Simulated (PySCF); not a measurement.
# How the bulk modulus B0 of zinc-blende AlN (metastable phase) moves with the method

No measured value is used here.

```json
[
 {"level (code)": "PBE (PySCF)", "value (GPa)": "192 ± 6", "cell (Å³/atom)": "10.55"},
 {"level (code)": "Hartree–Fock (PySCF)", "value (GPa)": "230 ± 7", "cell (Å³/atom)": "10.21"},
 {"level (code)": "MP2 (PySCF)", "value (GPa)": "?", "cell (Å³/atom)": "10.39"}
]
```

Task: Some entries are withheld; supply them.

Result: 
- MP2 (PySCF), value (GPa): 203 ± 6

A ± on a computed value is a rough bar: the spread of its extrapolation, a floor set from checks against published values, or a statistical error. Each level is taken at its own relaxed cell.
